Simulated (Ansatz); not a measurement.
The input, for Ansatz 0.2.0:

```yaml
crystal:
  periodic: [false, false, false]
  atoms:
    - {symbol: Ge, position_ang: [0.000000, 0.000000, 0.000000]}
    - {symbol: C, position_ang: [0.000000, 0.000000, 5.353000]}
basis:
  gaussian: {orbitals: cc-pVDZ}
total_charge: 1
magnetization: {spin_polarized: false, initial_magnetization: 1}
correlation: {method: fci, electrons: outside_noble_gas}
```

```sh
$ ansatz run in.yaml --threads 1 --pin off --events-out ev --progress --plain --max-ram 2393MiB
```

The program prints:

```
717 factors; integrals over basis functions are off by at most 2.3e-7 eV
mean field evaluation 1: about -57474.6951 eV, gradient 2.5e1 eV
mean field evaluation 2: about -57474.6953 eV, gradient 2.5e1 eV
mean field evaluation 4: about -57486.9749 eV, gradient 4.4e0 eV
mean field evaluation 8: about -57487.1715 eV, gradient 6.1e-1 eV
mean field evaluation 16: about -57474.6951 eV, gradient 2.5e1 eV
mean field evaluation 32: about -57485.5200 eV, gradient 1.6e1 eV
mean field evaluation 64: about -57487.1688 eV, gradient 3.1e-2 eV
mean field evaluation 96: about -57487.0404 eV, gradient 1.2e-4 eV
mean field evaluation 128: about -57487.1735 eV, gradient 3.4e-2 eV
mean field evaluation 160: about -57487.1725 eV, gradient 1.4e-1 eV
mean field evaluation 192: about -57487.1456 eV, gradient 1.3e-1 eV
mean field evaluation 224: about -57487.1725 eV, gradient 2.6e-1 eV
mean field evaluation 256: about -57487.0417 eV, gradient 1.4e-3 eV
mean field evaluation 288: about -57409.7250 eV, gradient 4.9e1 eV
mean field evaluation 320: about -57485.5866 eV, gradient 1.2e-6 eV
mean field -57487.17334908 eV, -2112.6146543730 hartree, gradient 1.5e-6 eV, S^2 0.750000; 24 other end points of the search recorded, 0 dependent functions left out
mean field evaluation 352: about -57489.6523 eV, gradient 3.1e-2 eV
mean field evaluation 384: about -57489.6597 eV, gradient 9.3e-3 eV
determinant -57487.17334908 eV, -2112.6146543730 hartree, with singles and doubles -57491.20205311 eV, -2112.7627065152 hartree
determinant -57487.04043001 eV, -2112.6097696873 hartree, with singles and doubles -57491.16020231 eV, -2112.7611685270 hartree
determinant -57487.03337943 eV, -2112.6095105832 hartree, with singles and doubles -57491.15634562 eV, -2112.7610267962 hartree
determinant -57487.02940842 eV, -2112.6093646512 hartree, with singles and doubles -57491.16671063 eV, -2112.7614077034 hartree
determinant -57485.58658704 eV, -2112.5563419437 hartree, with singles and doubles -57491.11484682 eV, -2112.7595017432 hartree
determinant -57487.17334908 eV, -2112.6146543730 hartree, with singles and doubles -57491.29898565 eV, -2112.7662687205 hartree
determinant -57487.04043001 eV, -2112.6097696873 hartree, with no singles and doubles
determinant -57487.03337943 eV, -2112.6095105832 hartree, with singles and doubles -57491.19477189 eV, -2112.7624389354 hartree
determinant -57487.02940842 eV, -2112.6093646512 hartree, with singles and doubles -57491.19204479 eV, -2112.7623387164 hartree
determinant -57485.58658704 eV, -2112.5563419437 hartree, with singles and doubles -57492.89536567 eV, -2112.8249346044 hartree
unrestricted determinant -57489.66139666 eV, -2112.7060884351 hartree, S^2 1.7656
15 core orbitals not correlated: weight in the atoms' cores, before any rotation towards them, 1.000 or more for the frozen orbitals, at most 0.000 for the correlated occupied ones
reference -57487.17334908 eV, -2112.6146543730 hartree; 4, 3 occupied and 22, 23 virtual orbitals, 717 factors
state -57492.96513471 eV, -2112.8274985693 hartree
15 core orbitals not correlated: weight in the atoms' cores, before any rotation towards them, 1.000 or more for the frozen orbitals, at most 0.000 for the correlated occupied ones
state -57492.96161412 eV, -2112.8273691899 hartree
Total energy: -57492.96513471 eV, -2112.8274985693 hartree
```

Ran on 1 thread of Intel Xeon, shared host: 11 min wall, 1.6 GiB peak host memory.
